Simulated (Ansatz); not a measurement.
# H6Si2: the cost of one run

Program: Ansatz 0.2.0, Gaussian basis. Level of theory: PBE0-D4/def2-TZVP structures, single points in def2-TZVPP, no counterpoise correction. These are calculated values, not measurements.

Levels: SPW92, PBE-D4, BLYP-D4, r2SCAN-D4, B97M-V, PBE0-D4, B3LYP-D4, r2SCAN0-D4, BHLYP-D4, CAM-B3LYP-D4, wB97X-V, wB97M-V, B2PLYP, PBE-QIDH, RPA on PBE, Hartree-Fock, MP2, CCSD, CCSD(T).

Cores are frozen in the correlated methods. B3LYP uses VWN-RPA correlation. B2PLYP carries no dispersion term here.

94 further runs of the same task are left out: 94 set aside as unsound or not needed.

### 1 The system as given

The complex: 11 atoms, charge 0, spin multiplicity 1.

Atoms are counted from 1 here; the program's logs count them from 0.

Bond lengths: Si1–H3 1.489 Å, Si1–H4 1.490 Å, Si1–H5 1.489 Å, Si1–Si7 2.343 Å, O2–H6 0.960 Å, O2–H8 0.960 Å, Si7–H9 1.485 Å, Si7–H10 1.491 Å, Si7–H11 1.485 Å. Angles: H3–Si1–H4 107.2°, H3–Si1–H5 108.2°, H3–Si1–Si7 111.3°, H4–Si1–H5 107.2°, H4–Si1–Si7 111.3°, H5–Si1–Si7 111.4°, H6–O2–H8 105.4°, Si1–Si7–H9 110.9°, Si1–Si7–H10 109.7°, Si1–Si7–H11 110.9°, H9–Si7–H10 107.8°, H9–Si7–H11 109.7°, H10–Si7–H11 107.8°.

Geometry (Å):

```xyz
11
H8OSi2
Si   -0.21195    0.20008   -1.33816
O     0.58312    1.29848    1.47727
H     1.15786    0.76518   -1.48439
H    -0.60401   -0.35599   -2.66427
H    -1.14748    1.31800   -1.03492
H     1.43403    1.65716    1.21339
Si   -0.28085   -1.44630    0.32739
H    -0.02588    2.04079    1.45304
H     1.05749   -1.63048    0.94483
H    -0.68934   -2.74996   -0.27031
H    -1.27309   -1.09695    1.37602
```

Its parts: Si₂H₆ holds atoms 1, 3, 4, 5, 7, 9, 10, 11; H₂O holds atoms 2, 6, 8. Each part counts its atoms afresh in its own runs.

### 2 Relaxing Si₂H₆ alone

Contents of relax-a/in.yaml:

```yaml
crystal:
  periodic: [false, false, false]
  atoms:
    - {symbol: Si, position_ang: [-0.211947, 0.200084, -1.338161]}
    - {symbol: H, position_ang: [1.157857, 0.765178, -1.484392]}
    - {symbol: H, position_ang: [-0.604005, -0.355994, -2.664272]}
    - {symbol: H, position_ang: [-1.147482, 1.318000, -1.034916]}
    - {symbol: Si, position_ang: [-0.280852, -1.446303, 0.327393]}
    - {symbol: H, position_ang: [1.057492, -1.630482, 0.944827]}
    - {symbol: H, position_ang: [-0.689343, -2.749961, -0.270310]}
    - {symbol: H, position_ang: [-1.273088, -1.096955, 1.376024]}
basis:
  gaussian: {orbitals: def2-TZVP}
hamiltonian: {xc: pbe0, dispersion: d4}
relax: {f_tol: 0.005, max_steps: 200}
```

On the command line:

```console
> ansatz run in.yaml --threads 4 --pin off --events-out ev --progress --plain --max-ram 9574MiB
```

**Question.** How long does this run take on 4 threads of Intel Xeon at 2.50GHz, shared host?

About 26 s.
